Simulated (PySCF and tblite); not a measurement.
The numbers below are computed, except where a source is named.
Stationary points of C3H4N2O at B3LYP-D3(BJ)/def2-SVP, in Å:

Structure A

```
 1 O    -1.249    3.058   -2.049
 2 C    -1.079    2.013   -1.202
 3 C    -1.448    0.681   -1.332
 4 N    -1.028    0.076   -0.178
 5 N    -0.427    0.910    0.670
 6 C    -0.447    2.096    0.066
 7 H    -1.704    2.758   -2.845
 8 H    -1.956    0.139   -2.127
 9 H    -1.131   -0.899    0.071
10 H    -0.017    2.978    0.538
```

Structure B

```
 1 O    -1.206    3.105   -1.966
 2 C    -1.120    1.963   -1.238
 3 C    -1.642    0.672   -1.514
 4 N    -1.337   -0.187   -0.540
 5 N    -0.637    0.526    0.340
 6 C    -0.469    1.834   -0.020
 7 H    -1.712    2.928   -2.768
 8 H    -2.223    0.346   -2.377
 9 H    -0.290    0.077    1.179
10 H     0.076    2.554    0.583
```

Structure C

```
 1 O    -0.079    1.643   -1.190
 2 C    -0.046    0.580   -0.361
 3 C    -0.555   -0.715   -0.539
 4 N    -0.392   -1.436    0.589
 5 N     0.311   -0.602    1.521
 6 C     0.538    0.577    0.913
 7 H    -0.544    1.407   -2.003
 8 H    -1.048   -1.146   -1.411
 9 H     0.735   -1.687    1.071
10 H     1.081    1.379    1.410
```

Level: PBE0/pcSseg-1 + D3(BJ) on B3LYP-D3(BJ)/def2-SVP stationary points, with GFN2-xTB thermal terms.

Which structure is a saddle point, and along which motion?

C: one imaginary mode (1581i cm⁻¹ at GFN2-xTB, mostly on H9), along the shift of hydrogen on N5 from N5 to N4.

Give their symmetry and energies above the lowest.

A Cs, 0.6 kcal/mol; B Cs, 0.0 kcal/mol; C C1, 48.5 kcal/mol.

Tunnelling of the moving H, left out here, will speed the real process. In real samples such hydrogens mostly exchange between molecules or through solvent, far faster than by this path.
